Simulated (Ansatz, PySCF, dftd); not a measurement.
Species: C$_{2}$H$_{6}$N, charge 0, doublet. C2H6N (SMILES [CH2]CN, doublet).
B3LYP-D3(BJ)/def2-TZVP minimum from Ansatz (a quantum-chemistry and plane-wave program):
```xyz
9

C      1.2071    -0.4389    -0.0026
C      0.1180     0.5714     0.0048
N     -1.2414    -0.0269    -0.0013
H      1.5358    -0.9018     0.9194
H      1.5375    -0.8865    -0.9315
H      0.1830     1.2250    -0.8675
H      0.1814     1.2105     0.8879
H     -1.3501    -0.6337     0.8055
H     -1.3486    -0.6202    -0.8182
```
Charge 0, spin multiplicity 2.

Quantity: enthalpy of formation at 298 K (by atomisation, with ideal-gas terms from PySCF's Hessian at B3LYP-D3(BJ)/def2-TZVP and the atoms' measured values of the G2/97 table; no spin-orbit terms), in kJ/mol. Radicals and triplets start from unrestricted determinants; spin-orbit coupling is neglected. Cores are frozen in correlated methods. Rows without X2C or -DK are non-relativistic. CBS(X,Y): correlation extrapolated as X^-3, Hartree-Fock from the larger set. A bracket is a step between two methods taken in the basis named. Functionals run without relativity, which enters their misses. 'core' is core correlation in cc-pwCVTZ, 'X2C' scalar relativity in cc-pVTZ-DK, both at CCSD(T). Where a partner has so few electrons that a lower coupled-cluster level is exact, that level stands in.

```tsv
level	program	enthalpy of formation at 298 K (kJ/mol)	difference against the last row
HF/aug-cc-pVDZ	Ansatz	1077.3	922.0
HF/cc-pVQZ	Ansatz	1039.5	884.2
PBE0-D4/def2-TZVPD	Ansatz + dftd4	136.7	-18.6
CCSD(T)/aug-cc-pVTZ	Ansatz	228.0	72.7
CCSDT(Q)/cc-pVDZ	Ansatz	419.6	264.3
CCSD(T)/CBS(cc-pVTZ,cc-pVQZ) + [CCSDT(Q) - CCSD(T)]/cc-pVDZ + core + X2C	Ansatz	155.3	0.0
```
